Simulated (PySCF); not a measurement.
## First-order multiplets

Bonds (- single, = double, # triple, : aromatic): C1-C2 1.499 Å, C2-C3 1.464 Å, C3-O4 1.410 Å, O4-C2 1.412 Å. C1 carries H5, H6, H7; C2 carries H8; C3 carries H9, H10. Stereochemistry as in C[C@@H]1CO1. H9 is cis to C1 on the ring; H10 is trans to C1 on the ring.

No solvent, one conformer, one averaged value for each set of equivalent atoms, non-relativistic Hamiltonian. Geometry: PBE0-D3(BJ)/def2-SVP; J couplings at B3LYP/pcJ-1 (without the spin–dipole term); NMR shieldings at PBE0/pcSseg-1/GIAO; PySCF 2.14.0 with density-fitted response routines.

Shifts are taken against calculated references (same method and geometry level): 1H (31.27 ppm), 13C (184.41 ppm) vs TMS.

Spectrometer: 500 MHz for 1H. First-order analysis; couplings under 1 Hz (under 4 Hz in carbon signals) are ignored, and nearly equal couplings are merged; the smaller ones broaden or split the lines further.

Q: What pattern does H5/H6/H7 show (1H)?

A: A doublet at δ 1.21: 5.6 Hz to H8 (1 × 1H, 3 bonds away). Lines in Hz from the centre (relative intensity): +2.8 (1), -2.8 (1). The outer lines are 5.6 Hz apart, the sum of the couplings kept, or 0.011 ppm at this field.

Q: What pattern does C2 show in the proton-coupled 13C spectrum?

A: A doublet of quartets at δ 45.7: 176.8 Hz to H8 (1 × 1H, 1 bond away), 4.7 Hz to H5/H6/H7 (3 × 1H, 2 bonds away). Lines in Hz from the centre (relative intensity): +95.5 (1), +90.8 (3), +86.0 (3), +81.3 (1), -81.3 (1), -86.0 (3), -90.8 (3), -95.5 (1). The outer lines are 190.9 Hz apart, the sum of the couplings kept, or 1.518 ppm at this field.

Q: What pattern does H8 show (1H)?

A: A quartet of doublets of doublets at δ 2.52: 5.6 Hz to H5/H6/H7 (3 × 1H, 3 bonds away), 3.5 Hz to H10 (1 × 1H, 3 bonds away), 1.6 Hz to H9 (1 × 1H, 3 bonds away). Lines in Hz from the centre (relative intensity): +10.9 (1), +9.3 (1), +7.5 (1), +5.8 (1), +5.3 (3), +3.8 (3), +1.9 (3), +0.2 (3), -0.2 (3), -1.9 (3), -3.8 (3), -5.3 (3), -5.8 (1), -7.5 (1), -9.3 (1), -10.9 (1). The outer lines are 21.9 Hz apart, the sum of the couplings kept, or 0.044 ppm at this field.

Q: What pattern does H9 show (1H)?

A: A doublet of doublets at δ 2.10: 6.5 Hz to H10 (1 × 1H, 2 bonds away), 1.6 Hz to H8 (1 × 1H, 3 bonds away). Lines in Hz from the centre (relative intensity): +4.0 (1), +2.5 (1), -2.5 (1), -4.0 (1). The outer lines are 8.1 Hz apart, the sum of the couplings kept, or 0.016 ppm at this field.

Unscaled 3J(H,H) at this level run about 10 % above measured values.
